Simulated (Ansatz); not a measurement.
C6H14O can be A, `CCCOCCC`, or B, `CCC(C)(O)CC`.

Calculated with Ansatz (gas phase, PBE0-D4/def2-TZVP geometries, no zero-point term in ΔE). CCSD(T)/CBS adds triple-zeta CCSD(T) − MP2 to the extrapolated MP2 energy (def2 sets, frozen cores). DFT in def2-TZVPP. B3LYP here is the variant with VWN-RPA as its local correlation; programs differ in this. One conformer a species, not always the lowest.

Question: Which is lower in electronic energy at CCSD(T)/CBS, and by how much? (An estimate is asked.)

Answer: The calculation gave: B, by 14.5 kcal/mol.

Question: Give E(B) − E(A) in kcal/mol with ωB97M-V, PBE0-D4, MP2/def2-TZVPP, CCSD/def2-TZVPP, HF/def2-TZVPP, B3LYP, PBE-D4. (Estimate.)

Answer: The calculation gave: ωB97M-V -13.8, PBE0-D4 -12.6, MP2/def2-TZVPP -15.9, CCSD/def2-TZVPP -13.1, HF/def2-TZVPP -6.6, B3LYP -8.1, PBE-D4 -12.1. None reverses the order clearly.

Largest T1 diagnostic: 0.009.

Leaving LDA and LC-ωPBE aside and taking each functional with its dispersion term where it has one, the values, not all of them listed here, spread over 2.9 kcal/mol, from ωB97M-V to B2PLYP. LDA lies −4.6 kcal/mol from PBE without D4. At CCSD(T), def2-SVP lies +1.1 kcal/mol from the extrapolated value and def2-TZVPP +0.5 kcal/mol.
